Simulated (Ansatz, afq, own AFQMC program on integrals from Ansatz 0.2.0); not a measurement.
Integrals from Ansatz 0.2.0, then the random walk in our own AFQMC program (afq).

```yaml
crystal:
  periodic: [false, false, false]
  atoms:
    - {symbol: Al, position_ang: [0.000000, 0.114629, 0.000000]}
    - {symbol: H, position_ang: [0.000000, 0.453721, -3.111704]}
    - {symbol: H, position_ang: [0.000000, 0.453735, 3.111702]}
    - {symbol: H, position_ang: [0.000000, -3.975950, 0.000009]}
basis:
  gaussian: {orbitals: cc-pVDZ}
total_charge: 1
magnetization: {spin_polarized: true, initial_magnetization: 1}
correlation: {method: ccsd_t, electrons: outside_noble_gas, hamiltonian_folder: ham}
```

```sh
$ ansatz run in.yaml --threads 1 --pin off --events-out ev --progress --plain --max-ram 24576MiB --backend cuda --devices 0, --max-vram 18GiB
```

Options of the walk:

```
--method free --trial cisd --walkers 20 --time-step 0.05 --max-blocks 120 --target-error 0.00108 --factor-cut 1e-05 --seed 580 --times 0.0,0.2,0.4,0.8,1.2 --taylor-order 6
```

Times are imaginary, in 1/Eh. The walk had a cap of 60 s.

afq prints:

```
orbitals 28  electrons 3 2  factors 156 of 308
reference energy -243.16719948 Eh
CCSD correlation -0.03933285 Eh in 18 cycles, weight of the determinant in the CISD state 0.9352
repeat  energy at the last time / Eh  error
    10  -243.206630  0.000028
    20  -243.206630  0.000017
    30  -243.206628  0.000014
time / (1/Eh)  energy / Eh  error  mean overlap
  0.00  -243.206510  0.000008  1.0672
  0.20  -243.206547  0.000010  1.0640
  0.40  -243.206567  0.000012  1.0680
  0.80  -243.206607  0.000013  1.0574
  1.20  -243.206628  0.000013  1.0508
energy -243.206628 +/- 0.000013 Eh
```

The run passed its tests (error under three times the target), which doesn't prove that it has relaxed.

Against this walk (error 0.4 meV) on the same determinant: CCSD(T) 0.4 meV higher (within the noise), CCSDT(Q) 6.4 meV lower, CCSDTQ 7.9 meV higher, full CI 7.3 meV lower. The error is statistical, and a free projection of finite length keeps a remainder of its start. The determinant has ⟨S²⟩ = 1.76, so the low cluster orders mix in higher spin, and so can this walk. Full CI is exact here, so the walk's 7 meV above it is the walk's own error: what remains of the start. The determinant is a poor start (see the cautions), so the low cluster orders aren't to be relied on, and full CI is the sure value.

Cautions: remainder of the start not in the error; start is not spin pure; unrestricted determinant spin contaminated (⟨S²⟩ 1.76 against 0.75); the next higher spin lies close (full CI puts it 15 meV above); walk and cluster series may follow different spin states; so few walkers bias the energy; the time-step error isn't removed.

The walk took 1.9 s on 1 × NVIDIA H100 80GB HBM3 with 2 threads of AMD EPYC 7R13 Processor (Zen 3), on a shared host (the card was shared). The log's last line is the free-projection energy.

CCSDT and higher add their correlation energy to the determinant of the CCSD(T) run, since their own runs factorise the integrals more tightly (a shift of under 2 meV).
